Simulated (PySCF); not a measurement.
# Two-photon absorption: SMILES C[C@@]1(CC)CO1, C5H10O

Geometry:
| atom | x (Å) | y (Å) | z (Å) |
| --- | --- | --- | --- |
| C1 | 1.786 | -0.080 | -0.513 |
| C2 | 0.948 | -0.412 | 0.713 |
| C3 | -0.508 | -0.020 | 0.586 |
| C4 | -1.333 | -0.784 | -0.416 |
| C5 | -0.913 | 1.335 | 0.978 |
| O6 | -1.160 | 0.231 | 1.821 |
| H7 | 1.754 | 0.998 | -0.738 |
| H8 | 2.839 | -0.357 | -0.359 |
| H9 | 1.435 | -0.616 | -1.408 |
| H10 | 1.349 | 0.095 | 1.604 |
| H11 | 0.999 | -1.494 | 0.926 |
| H12 | -1.294 | -1.863 | -0.198 |
| H13 | -0.964 | -0.632 | -1.441 |
| H14 | -2.383 | -0.464 | -0.372 |
| H15 | -1.797 | 1.793 | 0.516 |
| H16 | -0.155 | 2.047 | 1.332 |

Computed with TDDFT CAM-B3LYP/def2-TZVPD excited states, vertical, gas phase in PySCF. Geometry: PBE0-D3(BJ)/def2-SVP.

Question: Give the one- and two-photon strengths of the lowest singlets.

Answer: δ for parallel linear polarisation; σ at the peak of a Lorentzian of half width 0.1 eV, single beam; Ω is circular over linear.
```
state  E (eV)      f  photon λ (nm)  δ (au)  σ (GM)     Ω                                    main
   S1    7.32  0.001            339    32.5    0.64  1.29        HOMO→LUMO 0.72, HOMO→LUMO+1 0.14
   S2    7.64  0.018            324    7.43    0.16  0.60      HOMO→LUMO+1 0.37, HOMO→LUMO+4 0.17
   S3    7.83  0.032            317    22.7    0.51  0.73                        HOMO−1→LUMO 0.88
   S4    8.08  0.015            307    24.6    0.59  0.69      HOMO→LUMO+2 0.45, HOMO→LUMO+3 0.29
   S5    8.12  0.016            305    3.34    0.08  1.38      HOMO→LUMO+2 0.33, HOMO→LUMO+3 0.33
   S6    8.32  0.076            298    29.1    0.74  0.36  HOMO−1→LUMO+1 0.59, HOMO−1→LUMO+3 0.15
```

Among these, the strongest one-photon state is S6, the strongest two-photon state S6, with a dipole change of 1.8 D (relaxed, norm of the difference vector).
